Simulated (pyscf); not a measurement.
One addition across a multiple bond or ene-type step on the singlet surface with elements of a group swapped. ωB97M-D3(BJ)/def2-TZVP, kcal/mol, from the separated reactants. Structures and frequencies: ωB97X-D3(BJ)/def2-SVP in PySCF.

| step | barrier | reaction energy | imaginary mode (i cm⁻¹) |
|---|---|---|---|
| HO–Sn(OH)(OH)–OH + H₂C=CH–CH₃ → H₃C–CH(CH₃)–O–Sn(OH)(OH)–OH | (withheld) | (withheld) | 1819 |
| HO–Ge(OH)(OH)–OH + H₂C=CH–CH₃ -> H₃C–CH(CH₃)–O–Ge(OH)(OH)–OH | 45.0 | -16.7 | 1663 |

Some entries are withheld; supply them.


- HO–Sn(OH)(OH)–OH + H₂C=CH–CH₃ → H₃C–CH(CH₃)–O–Sn(OH)(OH)–OH, barrier: 45.4
- HO–Sn(OH)(OH)–OH + H₂C=CH–CH₃ → H₃C–CH(CH₃)–O–Sn(OH)(OH)–OH, reaction energy: -17.2

Row 1: On the reactant side the descent ends in a complex, 6.3 kcal/mol under the separated species and 51.0 kcal/mol under the saddle at ωB97X-D3(BJ)/def2-TZVP. Row 2: On the reactant side the descent ends in a complex, 5.7 kcal/mol under the separated species and 50.3 kcal/mol under the saddle at ωB97X-D3(BJ)/def2-TZVP. Each row is the saddle that its search found. Elements up to Kr have no core potential and no relativistic terms here. Elements past Kr carry the def2 core potentials, without spin-orbit coupling.
